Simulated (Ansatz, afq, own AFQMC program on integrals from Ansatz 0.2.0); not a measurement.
# AFQMC, coupled cluster and functionals along a coordinate of AlSiH, triplet

```yaml
atoms:
  - { symbol: Si, position_ang: [0.0000, -0.0360, 1.1654] }
  - { symbol: Al, position_ang: [0.0000, -0.0118, -1.2249] }
  - { symbol: H, position_ang: [0.0000, 1.3177, 0.3154] }
```

All coordinates are scaled about the centre. Energies in kcal/mol count from this geometry (1.000) at the same level; the start stands on UHF, each point on the determinant named.

Basis 6-31G. Only valence electrons are correlated. Integrals, coupled cluster, full CI and functionals: Ansatz 0.2.0; the random walks run on the same integrals in our own AFQMC program. The CISD trial takes its coefficients from CCSD amplitudes. Released means that phaseless walkers are propagated on without the constraint, phases kept. ± is one standard error of the sampling.

Cautions, each for one point or more: cluster runs in doubt by the program's own checks; lower spins were not checked; raised T1 diagnostic; strong correlation; the next higher spin lies close; unrestricted determinant slightly spin contaminated; unrestricted determinant spin contaminated.

```
scale of all distances  det.     T1  weight  ⟨S²⟩  CCSD(T)  ph-AFQMC/CISD   FCI  CCSDT(Q)  r2SCAN   B3LYP
                 0.889   UHF  0.033    0.88  2.04     26.6    26.7 ± 0.05  26.6      26.6    23.1    23.9
                 1.117   UHF  0.042    0.87  2.05     -0.3    -0.3 ± 0.05  -0.4      -0.4     2.7     1.4
                 1.296   UHF  0.045    0.85  2.07     17.3    17.3 ± 0.07  17.0      17.0    24.1    21.1
                 1.483   UHF  0.081    0.77  2.40     40.1    40.1 ± 0.09  39.1      39.1    50.4    45.9
                 1.764   UHF  0.098    0.67  2.84     69.6     69.6 ± 0.1  67.3      67.3   82.9§   78.0§
                 2.027   UHF  0.050    0.79  2.95     84.9     84.6 ± 0.1  83.2      83.4  100.6§   95.8§
                 2.407   UHF  0.018    0.90  2.99     90.9    91.1 ± 0.05  90.9      91.0  111.8§  106.1§
```

Weight is that of the determinant in the CISD state; at the start T1 is 0.040 and the weight 0.87, and ⟨S²⟩ is 2.05. § marks a functional whose ⟨S²⟩ is too high by over 0.1. Largest departures from full CI: CCSD(T) 2.4 kcal/mol at 1.764 (on UHF), ph-AFQMC/CISD 2.3 kcal/mol at 1.764 (on UHF), CCSDT(Q) 0.3 kcal/mol at 2.027 (on UHF), r2SCAN 11.3 kcal/mol at 1.483, B3LYP 6.8 kcal/mol at 1.483. Functionals count only at points shown to share the start's state and spin. In this small basis the wave-function levels are far from their limit, so their gap to the functionals isn't the functionals' error.

Some points may be missing: those where a free walk finds a much lower state, and past Zn most of those on another determinant than at the start.

CCSDT and higher add their correlation energy to the determinant of the CCSD(T) run, since their own runs factorise the integrals more tightly (a shift of under 2 meV). A walk keeps the symmetry of its determinant, which the program's search chose and which needn't be the lowest solution, so a lower state of the same spin and another symmetry isn't excluded.
